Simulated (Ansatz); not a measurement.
Conformers and stereoisomers of C$_{8}$H$_{18}$ (`CCC(C)C(C)CC`), each relaxed with PBE0-D4/def2-TZVP in Ansatz. CBS adds the triple-zeta coupled-cluster correction to the MP2 limit.

Not all of them had a frequency check.

Conformer A:

Z-matrix (Å, degrees):
```
C
C 1 1.520
H 1 1.094 2 111.0
H 1 1.093 2 111.1 3 -119.7
H 1 1.092 2 112.0 3 120.2
C 2 1.528 1 114.0 3 -56.8
H 2 1.095 1 108.7 3 65.1
H 2 1.096 1 109.3 3 -179.6
C 6 1.545 2 112.8 1 165.2
C 6 1.525 2 112.1 1 -65.6
H 6 1.099 2 106.5 1 50.0
C 9 1.525 6 110.2 2 -80.2
C 9 1.530 6 116.2 2 44.4
H 9 1.099 6 106.6 2 163.7
H 10 1.093 6 110.7 2 -178.6
H 10 1.091 6 112.3 2 -58.3
H 10 1.092 6 111.2 2 62.3
H 12 1.093 9 111.2 6 -177.2
H 12 1.094 9 111.3 6 63.3
H 12 1.093 9 111.3 6 -56.8
C 13 1.520 9 116.8 6 62.4
H 13 1.096 9 109.2 6 -62.6
H 13 1.096 9 106.9 6 -176.1
H 21 1.091 13 112.4 9 -70.4
H 21 1.093 13 110.6 9 170.0
H 21 1.094 13 111.3 9 50.4
```

Conformer B:

Z-matrix (Å, degrees):
```
C
C 1 1.520
H 1 1.094 2 111.0
H 1 1.093 2 110.8 3 -119.4
H 1 1.092 2 112.4 3 120.6
C 2 1.529 1 114.8 3 -53.8
H 2 1.098 1 109.7 3 -176.6
H 2 1.093 1 108.1 3 68.3
C 6 1.539 2 111.8 1 176.8
C 6 1.524 2 111.0 1 -58.5
H 6 1.100 2 107.5 1 58.8
C 9 1.526 6 112.0 2 -178.2
C 9 1.534 6 113.8 2 -52.4
H 9 1.100 6 106.6 2 64.6
H 10 1.091 6 111.5 2 55.2
H 10 1.095 6 110.6 2 -64.6
H 10 1.090 6 112.0 2 175.0
H 12 1.093 9 110.6 6 173.9
H 12 1.094 9 111.5 6 54.2
H 12 1.091 9 112.2 6 -66.4
C 13 1.521 9 115.3 6 -58.1
H 13 1.096 9 107.6 6 -180.0
H 13 1.094 9 109.8 6 65.8
H 21 1.093 13 111.8 9 63.3
H 21 1.093 13 111.8 9 -57.3
H 21 1.092 13 110.7 9 -177.0
```

Conformer C:

```xyz
26

C    -2.057    0.646    1.742
C    -0.830    1.426    1.303
C    -0.258    1.022   -0.056
C     0.919    1.924   -0.406
C     0.073   -0.477   -0.160
C     1.110   -0.933    0.857
C     0.474   -0.863   -1.584
C     0.422   -2.358   -1.858
H    -1.826   -0.402    1.947
H    -2.483    1.069    2.655
H    -2.835    0.668    0.973
H    -0.048    1.347    2.067
H    -1.082    2.491    1.254
H    -1.046    1.207   -0.800
H     1.307    1.727   -1.407
H     1.742    1.801    0.304
H     0.617    2.974   -0.371
H    -0.859   -1.016    0.055
H     1.269   -2.011    0.802
H     2.077   -0.451    0.684
H     0.804   -0.706    1.881
H    -0.193   -0.350   -2.287
H     1.483   -0.492   -1.796
H     0.671   -2.576   -2.899
H    -0.578   -2.757   -1.665
H     1.126   -2.912   -1.233
```

(1) Which is lowest in electronic energy at CCSD(T)/CBS (frozen core, def2 sets), and by how much? (Best estimate.)

(2) Give the energies relative to C (kJ/mol) with ωB97X-V/def2-TZVPP, ωB97M-V/def2-TZVPP, B3LYP/def2-TZVPP, HF/def2-TZVPP, SCS-MP2/def2-TZVPP, CCSD(T)/def2-TZVPP, HF/def2-QZVPP. (An estimate is asked.)

Answers

(1) Ansatz gave: C; A lies 8.1 kJ/mol higher, B lies 3.2 kJ/mol higher.

(2) Ansatz gave: 
```tsv
level	A	B
ωB97X-V/def2-TZVPP	7.8	3.8
ωB97M-V/def2-TZVPP	7.9	3.5
B3LYP/def2-TZVPP	8.4	5.0
HF/def2-TZVPP	9.3	6.0
SCS-MP2/def2-TZVPP	7.9	3.6
CCSD(T)/def2-TZVPP	7.6	3.3
HF/def2-QZVPP	9.2	6.0
```

B3LYP here is the variant with VWN-RPA as its local correlation; programs differ in this.
